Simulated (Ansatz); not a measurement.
BO, quartet: vertical spin and charge gaps

Geometry (PBE0/def2-TZVP stationary point for this spin):

```xyz
2

B     0.0000    0.0000    0.0000
O     0.0000    0.0000    1.4032
```

Basis 6-31G; Ansatz 0.2.0. Correlated methods freeze the noble-gas cores. Prefix R: restricted or restricted open-shell reference; prefix U: unrestricted. Active spaces: valence = (9e, 8o) chosen from the atoms' valence shells.

Gaps are energies of the second state less the first, at fixed atoms, for a selection of the levels run; each method lands on the state that its own search finds for that charge and spin.

Unrestricted rows (U, and Kohn–Sham where it breaks symmetry) aren't spin-pure: their determinants' ⟨S²⟩ exceeds S(S+1) by up to 0.30, so they mix in states of higher spin. For open shells CISD and CISDTQ are restricted-active-space CI with the open shells as a complete middle space. The determinant of the BO quartet fills πx and πy unequally, so it is a mixture of Σ and Δ, which weighs on every level built on one determinant. A value is left out where its run failed or describes another state than the reference as far as symmetry and spin tell, or, spin-broken singlets apart, can't be checked.

Removing an electron, to the triplet: 7.954 eV at full CI (quartet A1, triplet ion B2, in C2v).

By full CI's occupations no single determinant describes the quartet well.

```
                   level  gap (eV)  error (meV)
                     RHF     8.008           54
                     UHF     7.989           35
                    RMP2     7.665         -289
                    UMP2     7.675         -279
                    CISD     7.736         -218
                   RCCSD     7.740         -214
                   UCCSD     7.737         -217
                RCCSD(T)     7.743         -211
                UCCSD(T)     7.745         -209
                 BCCD(T)     7.748         -206
                 RCCSDT*     7.941          -13
                 UCCSDT*     7.941          -13
                  CISDTQ     7.939          -15
              RCCSDT(Q)*     7.962            8
              UCCSDT(Q)*     7.956            2
                RCCSDTQ*     7.950           -4
                UCCSDTQ*     7.950           -4
  CASSCF (valence space)     7.055         -899
  NEVPT2 (valence space)     7.831         -123
  MRCISD (valence space)     7.928          -26
MRCISD+Q (valence space)     7.967           13
                     PBE     7.934          -20
                 RPA-PBE     7.510         -444
```

An asterisk marks runs whose energy the program itself flagged as in doubt.

Doublet less quartet: -4.446 eV at full CI (quartet A1, doublet A1, in C2v).

By full CI's occupations no single determinant describes the quartet well.

| level | gap (eV) | error (meV) | ⟨S²⟩ where 0.1 over S(S+1) (first / second) |
| --- | --- | --- | --- |
| RHF | -2.325 | 2121 | – / – |
| UHF | -2.518 | 1928 | – / 1.05 |
| RMP2 | -5.047 | -601 | – / – |
| UMP2 | -4.737 | -291 | – / 1.05 |
| CISD | -4.223 | 223 | – / – |
| RCCSD | -4.457 | -11 | – / – |
| UCCSD* | -4.465 | -19 | – / 1.05 |
| RCCSD(T) | -4.640 | -194 | – / – |
| UCCSD(T)* | -4.571 | -125 | – / 1.05 |
| BCCD(T) | -4.640 | -194 | – / – |
| RCCSDT* | -4.447 | -1 | – / – |
| UCCSDT* | -4.448 | -2 | – / 1.05 |
| CISDTQ | -4.419 | 27 | – / – |
| RCCSDT(Q)* | -4.420 | 26 | – / – |
| UCCSDT(Q)* | -4.467 | -21 | – / 1.05 |
| RCCSDTQ* | -4.454 | -8 | – / – |
| UCCSDTQ* | -4.451 | -5 | – / 1.05 |
| CASSCF (valence space) | -4.884 | -438 | – / – |
| NEVPT2 (valence space) | -4.453 | -7 | – / – |
| MRCISD (valence space) | -4.447 | -1 | – / – |
| MRCISD+Q (valence space) | -4.428 | 18 | – / – |
| PBE | -4.934 | -488 | – / – |
| RPA-PBE | -4.750 | -304 | – / – |

Sextet less quartet: 6.410 eV at full CI (quartet A1, sextet A1, in C2v).

By full CI's occupations no single determinant describes the quartet well.

```
                   level  gap (eV)  error (meV)
                     RHF     4.787        -1623
                    UMP2     5.969         -441
                RCCSD(T)     6.169         -241
              RCCSDT(Q)*     6.416            6
                RCCSDTQ*     6.407           -3
                UCCSDTQ*     6.406           -4
  NEVPT2 (valence space)     6.359          -51
MRCISD+Q (valence space)     6.387          -23
                     PBE     6.797          387
                 RPA-PBE     6.162         -248
```

Removing an electron, to the quintet: 13.653 eV at full CI (quartet A1, quintet ion B1, in C2v).

By full CI's occupations no single determinant describes the quartet well.

```csv
level,gap (eV),error (meV)
RHF,11.985,-1668
RMP2,13.212,-441
CISD,13.216,-437
BCCD(T),13.416,-237
CISDTQ,13.631,-22
UCCSDT(Q)*,13.661,8
RCCSDTQ*,13.650,-3
CASSCF (valence space),12.712,-941
MRCISD+Q (valence space),13.633,-20
PBE,14.187,534
```

In so small a basis the reference is far from its limit while semilocal and hybrid functionals are nearer theirs (RPA and double hybrids share part of the reference's basis error), so the functionals' errors here hold much of the reference's basis and frozen-core error, which can add to them or hide them. The set has no polarisation functions, which weighs most on the reference.

Full CI is exact within this basis and frozen core; it isn't the basis-set limit. The frozen core follows each run's orbitals, which can shift R against U totals by a few meV.
